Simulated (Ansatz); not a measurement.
# C2F3N (cyanotrifluoromethane): name the method

C2F3N: 6 atoms, total charge 0, spin state singlet. As SMILES, `N#CC(F)(F)F`. The shape is that of a PBE0-D4/def2-TZVP optimisation.

```xyz
6

N     1.0221   -1.7051    0.8935
C     0.4862   -0.8106    0.4178
C    -0.2064    0.3456   -0.1972
F    -1.3160   -0.0558   -0.8023
F     0.5815    0.9270   -1.0915
F    -0.5252    1.2348    0.7336
```

Orbital energies are those of the mean-field step.

A calculation with Ansatz 0.2.0 gave:

The total energy is -428.1343 Eh and the dipole moment is 1.17 D. The HOMO energy is -14.59 eV, the LUMO energy is 3.71 eV and the HOMO–LUMO gap is 18.31 eV. The largest force is 2.684 eV/Å.

Q: Which of these levels gave the numbers?
A. HF/def2-SVP
B. r2SCAN/pcseg-1
C. HF/3-21G
D. MP2/def2-TZVP

A: A. The others give -429.8905 Eh (MP2/def2-TZVP), -426.1441 Eh (HF/3-21G), -430.1698 Eh (r2SCAN/pcseg-1).
